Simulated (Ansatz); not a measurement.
# ClFH₂Si (built from SMILES F.[SiH]Cl): functionals against CCSD(T) at one geometry

The task here is to estimate one member of a computed series from the others.

Method: single points in def2-TZVPP; program: Ansatz 0.2.0, Gaussian basis.

Correlated methods freeze the cores. B3LYP uses VWN-RPA correlation.

### The starting structure

5 atoms, charge 0, spin multiplicity 1.

Atoms are counted from 1 here; the program's logs count them from 0.

Bond lengths: Si1–H3 1.560 Å, H3–F4 1.079 Å. Angles: Si1–H3–F4 95.4°.

As a file:

```
Si   -0.39080   -0.46640    0.35130
Cl    1.63820   -1.75430    0.21440
H    -0.95740    0.31330   -0.87510
F    -0.19170    1.07370   -0.87570
H     0.33030    0.46060    1.66070
```

The first run:

Contents of run/in.yaml:

```yaml
crystal:
  periodic: [false, false, false]
  atoms:
    - {symbol: Si, position_ang: [-0.390800, -0.466400, 0.351300]}
    - {symbol: Cl, position_ang: [1.638200, -1.754300, 0.214400]}
    - {symbol: H, position_ang: [-0.957400, 0.313300, -0.875100]}
    - {symbol: F, position_ang: [-0.191700, 1.073700, -0.875700]}
    - {symbol: H, position_ang: [0.330300, 0.460600, 1.660700]}
basis:
  gaussian: {orbitals: def2-TZVPP}
correlation: {method: ccsd_t}
output: {forces: true}
```

No record of the launch command was kept for these runs.

Steps of the session up to this table: CCSD(T)/def2-TZVPP; PBE0-D4/def2-TZVPP; wB97M-V/def2-TZVPP; r2SCAN-D4/def2-TZVPP; PBE-D4/def2-TZVPP; HSE06-D4/def2-TZVPP; B3LYP-D4/def2-TZVPP.

One table of the session follows, with a row left open; its other results are not shown here.

| method | RMS force component (eV/Å) | angle to CCSD(T) forces (°) | dipole (D) |
| --- | --- | --- | --- |
| CCSD(T) | 1.995 | reference | 3.19 |
| PBE0-D4 | ? | ? | ? |
| wB97M-V | 2.026 | 1.1 | 3.43 |
| r2SCAN-D4 | 1.864 | 7.2 | 3.07 |
| PBE-D4 | 1.798 | 11.2 | 2.95 |
| HSE06-D4 | 1.936 | 1.9 | 3.18 |
| B3LYP-D4 | 1.881 | 4.6 | 3.22 |

Estimate the missing values for PBE0-D4.

The run gave: RMS force component (eV/Å): 1.941; angle to CCSD(T) forces (°): 1.9; dipole (D): 3.19. In the column «RMS force component (eV/Å)» it lies between HSE06-D4 (1.936) and CCSD(T) (1.995).
